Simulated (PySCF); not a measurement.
Electron attachment to oxomethylium

Molecule: oxomethylium, `C#[O+]` ([CHO]+). Numbering: `[CH:1]#[O+:2]`

These are calculated values, M06-2X/ma-def2-TZVP in PySCF (grid level 3) at geometries from PBE0-D3(BJ)/def2-SVP. Thermal corrections: PBE0-D3(BJ)/def2-SVP frequencies, unscaled, ideal gas at 298.15 K and 1 bar, quasi-RRHO entropy.

Frontier levels of the parent: HOMO -24.46 eV, LUMO -8.76 eV.

Reduction to the radical:
- Vertical recombination energy (electronic): 6.78 eV
- Adiabatic recombination energy (with zero-point energy): 8.25 eV
- Adiabatic, electronic part: 8.16 eV
- Vertical gap at the product's structure: 9.57 eV
- Inner reorganisation energy (four-point): 2789 meV
- Relaxation of product / of parent: 1381 / 1408 meV
- ⟨S²⟩ of the product: 0.754
- Largest spin populations: C1 0.60, O2 0.28, H (on C1) 0.12
- Largest changes of atomic charge: C1 -0.46, O2 -0.33, H (on C1) -0.21
- Distances that move most (Å): C1–O2 1.104 → 1.172; C1–H 1.111 → 1.135

Against the Active Thermochemical Tables (version 1.112): recombination energy to the radical 8.15 (computed 8.25, error 0.10) eV.
